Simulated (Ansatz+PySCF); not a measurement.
# singlet F₂: levels of theory in one basis

```
atom   x (Å)   y (Å)    z (Å)
   F  0.0000  0.0000  -0.6882
   F  0.0000  0.0000   0.6882
```

Basis set: def2-SVP (spherical functions). Correlated methods keep 2 orbitals frozen. Charge 0, multiplicity 1.

Computed with Ansatz (development build ahead of 0.2.0); each method stands on the lowest determinant of its kind that the runs found. NEVPT2 correlates all electrons. Active spaces start from the frontier orbitals, and the lowest solution found is given.

```json
{"method": "RHF", "E − E(RHF) (eV)": "0.00", "<S²> of the determinant": "0.00"}
{"method": "UHF", "E − E(RHF) (eV)": "-0.08", "<S²> of the determinant": "0.20"}
{"method": "RHF-MP2", "E − E(RHF) (eV)": "-10.52", "<S²> of the determinant": "–"}
{"method": "UHF-MP2", "E − E(RHF) (eV)": "-9.82", "<S²> of the determinant": "0.20"}
{"method": "RHF-CCSD", "E − E(RHF) (eV)": "-10.77", "<S²> of the determinant": "–"}
{"method": "UHF-CCSD", "E − E(RHF) (eV)": "-10.75", "<S²> of the determinant": "0.20"}
{"method": "RHF-CCSD(T)", "E − E(RHF) (eV)": "-10.99", "<S²> of the determinant": "–"}
{"method": "UHF-CCSD(T)", "E − E(RHF) (eV)": "-10.98", "<S²> of the determinant": "0.20"}
{"method": "CASSCF(14,8)", "E − E(RHF) (eV)": "-1.99", "<S²> of the determinant": "–"}
{"method": "CASSCF(2,2)", "E − E(RHF) (eV)": "-1.87", "<S²> of the determinant": "–"}
{"method": "SC-NEVPT2(14,8)", "E − E(RHF) (eV)": "-9.83", "<S²> of the determinant": "–"}
```

Q: What does SC-NEVPT2(2,2) give on the same scale?

A: -10.62 eV. NEVPT2 here correlates all electrons, so it doesn't share the others' frozen core.

Q: Is a single determinant a sound starting point here?

A: Only with care. Unrestricted orbitals gain 0.08 eV and <S²> is 0.20 against 0.00 for a pure state, so spin symmetry breaks but gains little energy; restricted orbitals can still serve. The CASSCF(14,8) natural occupations are 2.00, 2.00, 2.00, 2.00, 2.00, 2.00, 1.89, 0.11. The CASSCF(2,2) natural occupations are 1.88, 0.12.

Caution for UHF, UHF-MP2, UHF-CCSD, UHF-CCSD(T): the unrestricted determinant is spin contaminated; the determinant breaks the point group. Caution for UHF-MP2: another reference gives a lower total. Caution for CASSCF(2,2): other starts end on other solutions of this active space.
